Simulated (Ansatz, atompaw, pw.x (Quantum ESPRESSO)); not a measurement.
Equation-of-state test of one PAW (atompaw) potential (Nd)

```json
{
 "Element": "neodymium (Nd)",
 "Generator": "atompaw 4.2.0.5",
 "Type": "PAW",
 "Functional": "PBEsol",
 "Relativity": "scalar-relativistic",
 "Frozen core": "[Kr] 4d10",
 "Valence charge": "14",
 "Reference configuration": "4f4 5s2 5p6 5d0 6s2 6p0",
 "Partial waves": "5s (bound); 6s (bound); 5p (bound); 6p (bound, empty); 5d (bound, empty); 5d channel at 2.3 Ry; 4f (bound); 4f channel at 3.85 Ry",
 "Local potential": "bessel scheme, radius 2.80 bohr",
 "Core correction": "smooth core density matched at 1.50 bohr",
 "Augmentation charge": "sinc compensation charge, radius 2.25 bohr; PAW radius 3.00 bohr; waves and projectors: bloechl"
}
```

Crystal test: fcc Nd in pw.x 7.5, no spin, 13³ k-points, Fermi–Dirac smearing 0.01 Ry, cutoffs 45/450 Ry. The reference is all-electron LAPW (Ansatz 0.2.0) with the same functional, mesh and smearing; V0 and B0 come from Birch–Murnaghan fits to the pressures at five volumes. Errors are pseudo minus all-electron; Δ is the rms difference of the E(V) curves that follow from these fits, minima aligned, over ±6 % about the mean V0. Mesh and smearing are coarse, so the numbers serve the comparison and aren't converged zero-temperature values; the lattice is a test structure that the element need not adopt. Spin polarisation and strong correlation are left out, which matters for this element.

| V (Å³/atom) | P all-electron (GPa) | P pseudo (GPa) |
| --- | --- | --- |
| 19.828 | 2.67 | 8.28 |
| 20.350 | 1.24 | 6.24 |
| 20.872 | 0.03 | 4.56 |
| 21.394 | -1.00 | 3.07 |
| 21.916 | -1.88 | 1.93 |

All-electron: a0 = 4.372 Å (V0 = 20.89 Å³/atom), B0 = 44.7 GPa.

Pseudopotential: mean pressure error (GPa): +4.60. The pressure does not cross zero within the volumes sampled, so no fit is given. This is a poor potential for the solid.

Question: At the middle volume, how do free energy and pressure move when the wave cutoff is lowered (ecutrho held at 450 Ry)?

Answer:

```tsv
cutoff (Ry)	shift of F (meV/atom)	shift of P (GPa)
20	+969.5	-32.68
27	+78.4	-2.95
36	+4.6	-0.21
```

The 8 pw.x runs together took about 9.4 min on one core of a shared server CPU.
